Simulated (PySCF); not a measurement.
Isomers of C4H4O. Computed with PySCF, PBE0-D3(BJ)/def2-SVP geometry optimisation, gas phase. Energies are electronic, without zero-point or thermal terms, for one conformer each. No frequencies were run at this level. Point groups hold within 0.08 Å.

Problem. Rank from lowest to highest electronic energy at this level (kcal/mol).
A. 2-cyclobutene-1-one, `O=C1C=CC1`
B. `[CH:1]#[C:2][CH2:3][CH:4]=[O:5]` with C2–C3–C4–O5 145°
C. furan, `c1ccoc1`
D. 3-butyn-2-one, `C#CC(C)=O`

Solution. C (0.0), A (21.1), D (38.2), B (42.8).

As drawn, the lowest has an aromatic ring, which the highest lacks; the highest has a C=O bond and a C≡C bond, which the lowest lacks.

| SMILES | E (Eh) | E rel (kcal/mol) | dipole (D) | point group | A, B, C (MHz) |
| --- | --- | --- | --- | --- | --- |
| c1ccoc1 | -229.59858 | 0.0 | 0.52 | C2v | 9545, 9313, 4714 |
| O=C1C=CC1 | -229.56503 | 21.1 | 3.18 | Cs | 12636, 5339, 3846 |
| C#CC(C)=O | -229.53778 | 38.2 | 2.95 | Cs | 10293, 4017, 2942 |
| C#CCC=O | -229.53044 | 42.8 | 2.09 | C1 | 24826, 2549, 2402 |
